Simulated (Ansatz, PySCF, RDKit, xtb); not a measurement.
# Solving HBO, step by step

Task: start from the formula HBO, draw up candidate structures, narrow them down in stages, and characterise the one that lies lowest at 298.15 K.

The funnel: GFN2-xTB relaxations, single points with a density functional, relaxations at r2SCAN-D4/def2-TZVP, harmonic vibrations, and a last energy at a higher level. All values are calculated.

6 further runs of the same task are left out: 6 set aside as unsound or not needed.

## Step 1: Candidates

A program enumerates the bonding patterns with one Lewis structure each (two rings at most, one unusual centre or charged pair), with their diastereomers. O–O, O–halogen and N–halogen bonds and N–N–N chains are not drawn. That gives 3 candidates.

```tsv
label	SMILES	spin
c011	B=O	singlet
c599	[B]O	triplet
c965	[B]O	singlet
```

Candidates are built by distance geometry, with a force field where one applies, in up to four conformers (letters a to d). 2 starts with atoms placed at random are added, to find patterns that the rules miss.

**Question.** With final energies at CCSD(T)/def2-QZVPP, which structure will this search put lowest in free energy, and by what margin?

| quantity | value |
| --- | --- |
| lowest structure found | B=O, singlet, C∞v |
| next finalist | [B]O, singlet, 43.0 kcal/mol higher in G |
| share at equilibrium, among the finalists | 100.0 % |
| harmonic wavenumbers, lowest and highest (r2SCAN-D4/def2-TZVP) | 772 and 2894 cm⁻¹ |
| rotational constants, same geometry | 1.318 cm⁻¹ |
| dipole moment (PBE0/def2-TZVPD) | 2.80 D |
| HOMO energy (PBE0/def2-TZVPD) | -10.42 eV |
| LUMO energy (PBE0/def2-TZVPD) | -0.21 eV |
| HOMO–LUMO gap (PBE0/def2-TZVPD) | 10.21 eV |
| lowest excitation (TD-B3LYP/def2-SVPD) | 7.88 eV (f = 0.000) |
| lowest triplet excitation, same level, Tamm-Dancoff | 6.77 eV |
| vertical ionisation energy | 13.46 eV |
| vertical electron affinity | -0.91 eV (unbound: the value depends on the basis) |
| vertical triplet less singlet | +6.97 eV |

The lowest structure found is `B=O`. Among the finalists first place is clear (43.0 kcal/mol); structures outside the list aren't covered. HF/STO-3G, r2SCAN-D4/def2-SVP, r2SCAN-D4/def2-TZVP, HF/def2-QZVPP and MP2/def2-QZVPP already put its bonding pattern lowest among the structures in one piece. Lowest found is not proven lowest: the search is finite, and each finalist counts with one conformer.
